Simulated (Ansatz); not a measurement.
A nudged elastic band was laid between two geometries of AlFH2 (4 atoms, charge 0, multiplicity 1).

All numbers below come from RKS B3LYP-D4/def2-TZVP in Ansatz 0.2.0.

```
movable images  : 5
climbing image  : yes
spring          : 5.0 eV/Å²
optimiser       : quadratic models (default)
start path      : through a guess of the saddle point
force threshold : 0.05 eV/Å
iteration limit : 60
end points      : relaxed
```

Image 0:

```xyz
4
Properties=species:S:1:pos:R:3
Al 0.402 0.000 0.175
F 0.447 0.000 1.829
H 1.781 0.000 -0.576
H -1.017 0.000 -0.497
```

Image 6:

```xyz
4
Properties=species:S:1:pos:R:3
Al -0.045 0.000 -0.944
F 1.309 0.000 1.471
H 1.942 0.000 0.784
H -1.594 0.000 -0.380
```

**Question.** What changes between the two ends?

**Answer.** Bonds broken: Al1–F2, Al1–H3. Bonds formed: F2–H3. AlFH2 becomes AlH + FH.

**Question.** What energy profile does the band end with?

**Answer.** The forces met the threshold. The highest image is number 4 of 0 to 6, 3.47 eV above the first end and 0.47 eV above the last; the last end lies 3.00 eV above the first. Neighbouring images differ by up to 1.4 eV, so the band resolves the path poorly. A vibrational analysis at the climbing image gives one clearly imaginary mode, 1245i cm⁻¹: a first-order saddle point. The orbitals stay closed-shell, which can raise the energy where a bond breaks towards radicals; this wasn't checked here.

```csv
image,path coordinate (Å),energy (eV),Al1–F2 (Å),Al1–H3 (Å),F2–H3 (Å)
0,0.00,0.00,1.66,1.57,2.75
1,0.37,0.27,1.65,1.56,2.40
2,0.75,1.11,1.67,1.57,2.00
3,1.12,2.54,1.77,1.61,1.59
4,1.49,3.47,1.95,1.75,1.18
5,1.92,3.07,2.34,2.18,0.96
6,2.35,3.00,2.77,2.63,0.93
```

**Question.** What is the geometry of the highest image?

**Answer.** 
```xyz
4
Properties=species:S:1:pos:R:3
Al 0.245 0.000 -0.468
F 0.982 0.000 1.336
H 1.745 0.000 0.431
H -1.360 0.000 -0.367
```

The band took 8 iterations and roughly 40 core-seconds.

The run took 44 s on 1 thread of Arm Neoverse V2, on a shared host, peak memory 0.12 GiB.
